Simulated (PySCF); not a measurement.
# CH8BN (B(NH2Me)H3): the cost of one run

Programs: PySCF 2.14.0, with routines of our own; each step states its level. All values are computed. Atoms count from 0.

## 1. The starting structure

11 atoms, charge 0, multiplicity 1; geometry from: GFN2-xTB.

## 2. Magnetic properties: GIAO PBE0/def2-SVP

What the job is given:

```
{"job": {"kind": "mag", "xc": "PBE0", "basis": "def2-SVP"}, "charge": 0, "multiplicity": 1}
B     -0.247030    -0.399310    -1.271070
N     -0.247190    -0.416380     0.376540
C      0.435540     0.716530     0.988820
H      0.191290    -1.290670     0.647950
H     -1.222580    -0.442750     0.656260
H      0.407770     0.675750     2.080970
H      1.470650     0.725770     0.653490
H     -0.036760     1.635590     0.648710
H      0.896990    -0.418910    -1.601980
H     -0.810600     0.600240    -1.591260
H     -0.838070    -1.385860    -1.588420
```

With the program's defaults for keys left out, this is: GIAO PBE0/def2-SVP magnetisability, rotational g tensor and spin-rotation constants, non-relativistic, gas phase.

The run is started by

```sh
$ OMP_NUM_THREADS=1 python excited_run.py task.json out
```

One launch serves the whole session: the jobs run in the order shown.

**Question.** How long does this first job take on 1 thread of Intel Xeon 6975P-C, shared host, and how much memory does it need?

About 5.7 s, with a peak of 0.38 GiB.
